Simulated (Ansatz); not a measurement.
Geometry optimisation, Ansatz 0.2.0, RKS PBE-D4/def2-SVP.

The input (input.yaml):

```yaml
crystal:
  periodic: [false, false, false]
  atoms:
    - { symbol: O, position_ang: [-0.0275, 1.7318, 0.1425] }
    - { symbol: C, position_ang: [0.5819, 0.6437, 0.3883] }
    - { symbol: O, position_ang: [1.691, 0.8767, 1.0296] }
    - { symbol: "N", position_ang: [0.3025, -0.5323, 0.0723] }
    - { symbol: P, position_ang: [-1.2531, -0.817, -0.7916] }
    - { symbol: H, position_ang: [-0.8878, 1.5596, -0.3441] }
    - { symbol: H, position_ang: [2.1703, 0.0168, 1.1976] }
    - { symbol: H, position_ang: [-0.7297, -1.6762, -1.7757] }
    - { symbol: H, position_ang: [-1.7591, -1.8495, 0.0639] }
basis:
  gaussian: { orbitals: def2-SVP }
hamiltonian:
  xc: pbe
  dispersion: d4
relax:
  f_tol: 0.015
  max_steps: 40
```

Launched with:

```bash
$ ansatz run input.yaml --threads 1 --pin off --max-ram 2048MiB --backend cpu --events-out ev --progress --plain --runs-dir out
```

Where does it end, and by what steps?

It converged. After 7 steps the energy has fallen by 0.371 eV; O3 moved furthest, 0.06 Å.

```json
{"step": "0", "energy less start (eV)": "0.0000", "largest force component (eV/Å)": "3.765", "accepted": "yes"}
{"step": "1", "energy less start (eV)": "-0.3117", "largest force component (eV/Å)": "1.352", "accepted": "yes"}
{"step": "2", "energy less start (eV)": "-0.3620", "largest force component (eV/Å)": "0.310", "accepted": "yes"}
{"step": "3", "energy less start (eV)": "-0.3564", "largest force component (eV/Å)": "0.269", "accepted": "no"}
{"step": "4", "energy less start (eV)": "-0.3690", "largest force component (eV/Å)": "0.143", "accepted": "yes"}
{"step": "5", "energy less start (eV)": "-0.3709", "largest force component (eV/Å)": "0.098", "accepted": "yes"}
{"step": "6", "energy less start (eV)": "-0.3708", "largest force component (eV/Å)": "0.074", "accepted": "no"}
{"step": "7", "energy less start (eV)": "-0.3711", "largest force component (eV/Å)": "0.015", "accepted": "yes"}
```

```xyz
9
Properties=species:S:1:pos:R:3
O -0.061 1.774 0.144
C 0.605 0.639 0.393
O 1.740 0.913 1.049
N 0.295 -0.583 0.094
P -1.207 -0.791 -0.765
H -0.880 1.509 -0.345
H 2.156 0.036 1.185
H -0.769 -1.697 -1.796
H -1.791 -1.847 0.024
```

Time of the run: 31 s on 1 thread of Arm Neoverse V1, on a shared host, peak memory 0.15 GiB.
